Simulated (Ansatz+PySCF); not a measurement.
triplet CH₂: levels of theory in one basis

```xyz
3

C     0.0000    0.0000   -0.1144
H     0.0000    1.0843    0.3432
H     0.0000   -1.0843    0.3432
```

Basis set: def2-SVP (spherical functions). Frozen core: 1 orbital. Correlation on ROHF uses semicanonical orbitals with singles. Charge 0, multiplicity 3.

Computed with Ansatz (development build ahead of 0.2.0); each method stands on the lowest determinant of its kind that the runs found. NEVPT2 correlates all electrons. Active spaces start from the frontier orbitals, and the lowest solution found is given.

```json
{"method": "ROHF", "E − E(ROHF) (eV)": "0.00", "<S²> of the determinant": "2.00"}
{"method": "UHF", "E − E(ROHF) (eV)": "-0.15", "<S²> of the determinant": "2.02"}
{"method": "ROHF-MP2", "E − E(ROHF) (eV)": "-2.69", "<S²> of the determinant": "–"}
{"method": "UHF-MP2", "E − E(ROHF) (eV)": "-2.71", "<S²> of the determinant": "2.02"}
{"method": "ROHF-CCSD", "E − E(ROHF) (eV)": "-3.26", "<S²> of the determinant": "–"}
{"method": "UHF-CCSD", "E − E(ROHF) (eV)": "-3.26", "<S²> of the determinant": "2.02"}
{"method": "ROHF-CCSD(T)", "E − E(ROHF) (eV)": "-3.31", "<S²> of the determinant": "–"}
{"method": "UHF-CCSD(T)", "E − E(ROHF) (eV)": "-3.31", "<S²> of the determinant": "2.02"}
{"method": "CASSCF(6,6)", "E − E(ROHF) (eV)": "-1.20", "<S²> of the determinant": "–"}
```

Task: What does SC-NEVPT2(6,6) give on the same scale?

Result: -2.92 eV. NEVPT2 here correlates all electrons, so it doesn't share the others' frozen core.

Task: Is a single determinant a sound starting point here?

Result: By this sign, yes. Unrestricted orbitals gain 0.15 eV and <S²> is 2.02 against 2.00 for a pure state. The CASSCF(6,6) natural occupations are 1.97, 1.97, 1.00, 1.00, 0.03, 0.02.
